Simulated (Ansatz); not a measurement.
Basis-set extrapolation for `C#CC=S` (PBE0-D4/def2-TZVP geometry, frozen core, Ansatz 0.2.0). Multiplicity 1, RHF reference.

|  | def2-TZVPP | def2-QZVPP |
| --- | --- | --- |
| HF | -512.253586 | -512.269380 |
| MP2 correlation | -0.624190 | -0.667983 |
| CCSD(T) correlation | -0.684319 | not run |

Energies in hartree. Use E(X) = E(∞) + A·exp(−7.88·√X) for Hartree–Fock and E(X) = E(∞) + B·X^(−2.97) for correlation, with X = 3 and 4, and add CCSD(T) minus MP2 of the smaller set to the MP2 limit.

Q: What is the CCSD(T) energy at the basis-set limit?

A: HF limit: -512.269380 + (-0.015794) × 0.13774 = -512.27156. MP2 limit: -0.667983 + (-0.043793) × 0.74074 = -0.70042. Higher-order term: -0.684319 − (-0.624190) = -0.06013. Total: -513.03211 hartree, 59.1 kcal/mol below CCSD(T)/def2-TZVPP.
